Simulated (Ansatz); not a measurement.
Write a Python script for the Ansatz DFT code, driven from Python that makes vertical spin-state energies of C3H7NS, SMILES CCNC=S. Level of theory (for the species named): PBE0, 6-31G* basis, multiplicity 1, D4 dispersion.

```xyz
12

C    -1.2566   -0.3786   -0.7204
C    -0.1605   -0.8610    0.1094
N     0.4870    0.2130    0.7983
C     1.5713    0.9947    0.2468
S     2.1296    2.2828    1.0451
H    -0.9479    0.3847   -1.4938
H    -1.7873   -1.1563   -1.2360
H    -1.9987    0.2095   -0.1173
H     0.5717   -1.3583   -0.4856
H    -0.5233   -1.5609    0.8858
H     0.1599    0.5106    1.7382
H     1.8317    0.6646   -0.7365
```

`spin.py`
```python
import ansatz

GEOMETRY = """
C    -1.25660   -0.37860   -0.72040
C    -0.16050   -0.86100    0.10940
N     0.48700    0.21300    0.79830
C     1.57130    0.99470    0.24680
S     2.12960    2.28280    1.04510
H    -0.94790    0.38470   -1.49380
H    -1.78730   -1.15630   -1.23600
H    -1.99870    0.20950   -0.11730
H     0.57170   -1.35830   -0.48560
H    -0.52330   -1.56090    0.88580
H     0.15990    0.51060    1.73820
H     1.83170    0.66460   -0.73650
"""


def main() -> None:
    molecule = ansatz.Crystal.molecule()
    for line in GEOMETRY.strip().splitlines():
        symbol, *xyz = line.split()
        molecule = molecule.atom(symbol, [float(v) for v in xyz])

    calculation = (
        molecule.calculation()
        .basis(gaussian="6-31G*")
        .functional("PBE0", dispersion="d4")
    )
    found = {}
    for unpaired in [0, 2]:
        report = calculation.spin("collinear", total=unpaired).run(threads=1).report
        s = unpaired / 2
        found[unpaired] = report["free_energy_ev"]
        print(f"2S+1 = {unpaired + 1}: E = {found[unpaired]:.5f} eV, <S^2> = {abs(report['mean_field']['state']['spin_squared']):.3f} (pure state {s * (s + 1):.2f})")
    lowest = min(found, key=found.get)
    for unpaired, e in found.items():
        print(f"multiplicity {unpaired + 1}: {23.060548 * (e - found[lowest]):.1f} kcal/mol above the lowest")


if __name__ == "__main__":
    main()
```

`python spin.py` gives:
```text
2S+1 = 1: E = -15540.35977 eV, <S^2> = 0.000 (pure state 0.00)
2S+1 = 3: E = -15537.41992 eV, <S^2> = 2.007 (pure state 2.00)
multiplicity 1: 0.0 kcal/mol above the lowest
multiplicity 3: 67.8 kcal/mol above the lowest
```

In order: multiplicity 1 (+0.00 eV) and multiplicity 3 (+2.94 eV), all at the one geometry.

Caveats:
- Total energies depend on the basis set; only differences at equal settings carry meaning.
- The geometry is a force-field or estimated start, not a minimum of this method, and the basis set is short of its limit. All parts are taken at fixed geometry, without zero-point energy.
- The whole script took 16 s on 1 thread of Intel(R) Xeon(R) Processor @ 2.30GHz, on a shared host, peak memory 0.36 GiB.
